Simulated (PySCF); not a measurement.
Input for PySCF: R-HF/3-21G on C2H2 (SMILES C#C).

```python
from pyscf import gto, scf, dft, mp
from pyscf.data.elements import chemcore

mol = gto.M(
    atom='''
    C    -0.00482439    0.05527662    1.58570718
    H    -0.00143039    0.02154162    0.52241018
    C    -0.00876139    0.09356662    2.79717218
    H    -0.01202739    0.12694262    3.85808418
    ''',
    basis='3-21g',
    charge=0, spin=0, verbose=3, max_memory=1800)
mf = scf.RHF(mol)
mf.conv_tol = 1e-8
mf.max_cycle = 100
mf.kernel()
if not mf.converged:
    mf = mf.newton().run(mf.mo_coeff, mf.mo_occ)
```

The log:

```
converged SCF energy = -76.3944044351327
```

Self-consistency was reached.

Cost: around 0.07 core-seconds (rough).
